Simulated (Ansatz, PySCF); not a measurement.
Dimer: HF (SMILES F) (first 2 atoms) with HF (SMILES F); geometry from NCB31 set.
(charge 0, multiplicity 1):
```json
[
 {"atom": "F", "x (Å)": "1.3237", "y (Å)": "-0.0902", "z (Å)": "0.0000"},
 {"atom": "H", "x (Å)": "1.7404", "y (Å)": "0.7334", "z (Å)": "0.0000"},
 {"atom": "F", "x (Å)": "-1.4572", "y (Å)": "0.0193", "z (Å)": "0.0000"},
 {"atom": "H", "x (Å)": "-0.5393", "y (Å)": "-0.0947", "z (Å)": "0.0001"}
]
```

Interaction energies are E(AB) − E(A) − E(B) at the monomers' geometry in the complex; basis-set methods are counterpoise corrected.

Rows in 6-31G* carry no dispersion term and start afresh at each structure (6-31G* with six Cartesian d functions).

Programs: Ansatz (Gaussian basis) for Hartree–Fock, density functionals and correlated methods; PySCF for 6-31G* rows, the dispersion terms. Values without a source in brackets are computed.

Q: Estimate the interaction energy that PBE0-D3(BJ)/def2-TZVPPD returns for this input.

A: -207 meV

Q: What interaction energy does HF/6-31G* give?

A: -201 meV

Q: What is the computed interaction energy (revPBE-D4/def2-TZVPPD)?

A: -164 meV

Ansatz is a first-principles code.
